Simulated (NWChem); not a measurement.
# Ionisation of ethane (C₂H₆)

```
C
H 1 1.1024
H 1 1.1024 2 107.31
H 1 1.1024 2 107.31 3 115.06
C 1 1.5277 2 111.55 3 -122.47
H 5 1.1024 1 111.55 2 -60.00
H 5 1.1024 6 107.31 1 122.47
H 5 1.1024 6 107.31 7 115.06
```
Charge 0, spin multiplicity 1.

Everything below was run with NWChem. Structure: optimised with B3LYP/def2-SVP, a minimum by its harmonic frequencies.

Basis set: def2-TZVP. −ε marks an orbital energy of the parent.

B3LYP has NWChem's definition, with VWN1-RPA local correlation.

Question: For the first vertical ionisation energy, −ε(HOMO) of HF gives 13.16 eV and −ε(HOMO) of B3LYP gives 9.36 eV. What do −ε(HOMO) of BLYP, −ε(HOMO) of PBE, −ε(HOMO) of TPSS give?

Answer: −ε(HOMO) of BLYP: 8.06 eV; −ε(HOMO) of PBE: 8.10 eV; −ε(HOMO) of TPSS: 8.31 eV.
